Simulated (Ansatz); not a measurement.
Run this with Ansatz's Python interface and show what comes out.

Contents of `chf2s.xyz`:
```text
5

F    -0.84830    1.17550   -0.17320
C    -0.48670   -0.14840   -0.33510
F    -1.49440   -0.96190    0.14580
S     1.04410   -0.47690    0.58200
H     1.78530    0.41170   -0.21950
```

Script `scan.py`:
```python
'''Stretching a bond of CHF2S, the rest held rigid.'''

import logging
import sys

import ansatz as az
import numpy as np

logging.basicConfig(stream=sys.stdout, format='%(name)s: %(message)s')
log = logging.getLogger('ansatz_job')
log.setLevel(logging.INFO)

chf2s = az.Crystal.molecule_from_extxyz('chf2s.xyz')

symbols = [site.symbol for site in chf2s.cartesian_sites]
start = np.array([site.position_ang for site in chf2s.cartesian_sites])
axis = (start[0] - start[1]) / np.linalg.norm(start[0] - start[1])
moving = [0]
lengths, energies = [1.17, 1.27, 1.38, 1.52, 1.73, 2.07, 2.49, 3.04], []
for length in lengths:
    xyz = start.copy()
    xyz[moving] += (length - np.linalg.norm(start[0] - start[1])) * axis
    point = az.Crystal.molecule()
    for symbol, place in zip(symbols, xyz):
        point = point.atom(symbol, place.tolist())
    calculation = (
        point.calculation()
        .basis(gaussian='def2-SVP')
        .functional('pbe')
        .spin('collinear', total=1)
        .scf(lower_state_search='light')
    )
    summary = calculation.run(threads=1).report
    energies.append(summary['free_energy_ev'])
    log.info(f'r = {length:6.3f} A  E = {energies[-1]:.5f} eV  <S^2> = {abs(summary["mean_field"]["state"]["spin_squared"]):.3f}')

print('energy above the lowest point (eV):', [round(e - min(energies), 3) for e in energies])
```

```console
$ python scan.py
ansatz_job: r =  1.170 A  E = -17300.10299 eV  <S^2> = 0.752
ansatz_job: r =  1.270 A  E = -17300.78874 eV  <S^2> = 0.752
ansatz_job: r =  1.380 A  E = -17300.87022 eV  <S^2> = 0.752
ansatz_job: r =  1.520 A  E = -17300.50530 eV  <S^2> = 0.752
ansatz_job: r =  1.730 A  E = -17299.66068 eV  <S^2> = 0.753
ansatz_job: r =  2.070 A  E = -17298.40449 eV  <S^2> = 0.761
ansatz_job: r =  2.490 A  E = -17297.49271 eV  <S^2> = 0.776
ansatz_job: r =  3.040 A  E = -17296.99294 eV  <S^2> = 0.760
energy above the lowest point (eV): [0.767, 0.081, 0.0, 0.365, 1.21, 2.466, 3.378, 3.877]
```

The settings weren't tested for convergence. The rest of the molecule is held rigid at a force-field or estimated start geometry, and the basis set is modest; single-reference methods fail as a bond breaks. The species is open-shell (spin multiplicity 2). Timing: 26 s on 1 thread of Arm Neoverse V1, on a shared host, peak memory 0.2 GiB.

(Lines on the test bed's own set-up are left out of the output.)
